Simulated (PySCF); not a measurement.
# Worked example for cyclopentanone: deprotonation at atom C3

Structure: `O=C1CCCC1` (C5H8O). Atom numbers as in the mapped SMILES `[O:1]=[C:2]1[CH2:3][CH2:4][CH2:5][CH2:6]1`. These are map numbers, not IUPAC locants.

Computed at PBE0-D3(BJ)/ma-def2-TZVP // PBE0-D3(BJ)/ma-def2-SVP with PySCF (density fitting, grid level 2). The prefix ma- adds one diffuse s and one diffuse p function on all atoms but H. Thermal corrections: GFN2-xTB frequencies, unscaled, ideal gas at 298.15 K and 1 bar, quasi-RRHO entropy. These were taken at the GFN2-xTB minima.

Step: `O=C1CCCC1` → `[O-]C1=CCCC1` + H⁺.

```jsonl
{"species": "O=C1CCCC1", "charge": "0", "multiplicity": "1", "E / Eh": "-270.368584"}
{"species": "[O-]C1=CCCC1", "charge": "-1", "multiplicity": "1", "E / Eh": "-269.770084"}
```

Thermal terms, products less reactant: Δ(H − E) = -31.24 kJ/mol, Δ(G − E) = -64.75 kJ/mol (the bare proton has no electronic energy, H = 5/2 RT). 1 Eh = 2625.50 kJ/mol.

What are ΔE, ΔH and ΔG of this step?

ΔE = 0.598500 Eh = 1571.36 kJ/mol; ΔH = 1540.1 kJ/mol; ΔG = 1506.6 kJ/mol, all in the gas phase at 298.15 K and 1 bar. The digits show the arithmetic; the method itself can be off by 10 kJ/mol or more.
